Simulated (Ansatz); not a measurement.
Reaction (SMILES): ClCCl → C atom + 2 Cl atom + 2 H atom
B3LYP-D3(BJ)/def2-TZVP geometries, fixed; electronic energies without zero-point terms.

Basis-set convergence of the atomisation energy at B3LYP with Ansatz (a program for electronic structure). Cartesian d functions, on some or all atoms, in 6-31+G*, 6-311G**; all else is spherical. The program fits the integrals of some runs and decomposes those of others, by size. Open shells are unrestricted. No added dispersion term, no relativity. Functions are those of the species that has most. Reference: the value in aug-pcseg-3, 364.51 kcal/mol, itself unsure by roughly 0.11 kcal/mol (its mean distance from aug-cc-pV(Q+d)Z, cc-pV(5+d)Z, def2-QZVPPD). Deviations are taken from unrounded values.

```csv
basis,functions,atomisation energy (kcal/mol),minus reference (kcal/mol)
STO-3G,25,417.27,52.77
6-31G,39,336.82,-27.68
pcseg-0,39,324.07,-40.44
def2-SVP,60,362.34,-2.17
6-31+G*,69,358.87,-5.63
cc-pV(D+d)Z,70,358.52,-5.99
6-311G**,84,359.63,-4.87
aug-pcseg-1,95,357.77,-6.74
pcseg-2,126,363.27,-1.24
cc-pV(T+d)Z,136,363.72,-0.78
def2-TZVPPD,173,364.36,-0.15
aug-cc-pV(T+d)Z,202,363.77,-0.74
def2-QZVPP,257,364.15,-0.35
```
